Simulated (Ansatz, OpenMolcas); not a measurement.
## C2H7P (dimethylphosphine): the vertical ionisation energy, rung by rung

The species is C2H7P (10 atoms), meant as a singlet with charge 0. As SMILES, `CPC`. Geometry: relaxed at PBE0-D4/def2-TZVP.

Each level gives the vertical ionisation energy (to the doublet cation) (eV). The values are calculated.

| level | kind | program | value (eV) | less CCSD(T)/6-311+G** | CPU time (all runs) |
| --- | --- | --- | --- | --- | --- |
| SVWN5/6-311+G** | LDA | OpenMolcas | 9.00 | +0.16 | 1.9 min |
| revPBE/6-311+G** | GGA | OpenMolcas | 8.81 | -0.03 | 2.7 min |
| B3LYP/6-311+G** | global hybrid | OpenMolcas | 9.01 | +0.17 | 2.9 min |
| M06-2X/6-311+G** | hybrid meta-GGA | OpenMolcas | 9.02 | +0.18 | 3.8 min |
| wB97X/6-311+G** | range-separated hybrid | Ansatz | 9.01 | +0.17 | 1.7 min |
| B2PLYP/6-311+G** | double hybrid | Ansatz | 8.91 | +0.07 | 41 s |
| CCSD(T)/6-311+G** | coupled cluster or CI | Ansatz | 8.84 | 0.00 | 3.3 min |
| CCSD/6-311+G** | coupled cluster or CI | Ansatz | 8.82 | -0.02 | 2.3 min |

Differences are taken from CCSD(T)/6-311+G** for orientation; it has basis-set and higher-order errors of its own. The values span 8.81 to 9.02 eV. Times are those of the runs behind each value, whatever else they computed, on shared processors of several kinds: orders of magnitude only.
